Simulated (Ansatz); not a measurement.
This geometry of CN + H3N (6 atoms, charge 0, multiplicity 2) is a first-order saddle point.

The calculation used Ansatz, UKS PBE/def2-TZVP.

```xyz
6
Properties=species:S:1:pos:R:3
H 0.209 -0.184 -0.405
N 0.271 -1.085 0.377
C -0.137 1.108 -0.785
N -0.441 2.196 -1.085
H 0.786 -0.747 1.203
H -0.688 -1.288 0.696
```

Task: Which two structures does it join? (They come from a converged band through this point; their orientation in space is the band's.)

Result: Bonds broken: H1–N2. Bonds formed: H1–C3. CN + H3N becomes H2N + HCN (or HNC).

Initial state:

```xyz
6
Properties=species:S:1:pos:R:3
H 0.573 -1.081 -0.511
N 0.227 -1.029 0.443
C -0.269 1.197 -0.500
N -0.489 2.242 -0.985
H 0.741 -0.384 1.037
H -0.783 -0.945 0.516
```

Final state:

```xyz
6
Properties=species:S:1:pos:R:3
H -0.075 0.575 -0.398
N 0.169 -1.158 0.753
C -0.212 1.487 -0.982
N -0.358 2.458 -1.598
H 0.967 -1.413 1.362
H -0.490 -1.949 0.864
```

Task: How far does it lie above each of them?

Result: 0.179 eV above the first and 0.370 eV above the second. This is the barrier of this one path; another mechanism may lie lower.

The run took 92 s on 4 threads of Arm Neoverse N1 (shared host), peak memory 0.18 GiB.
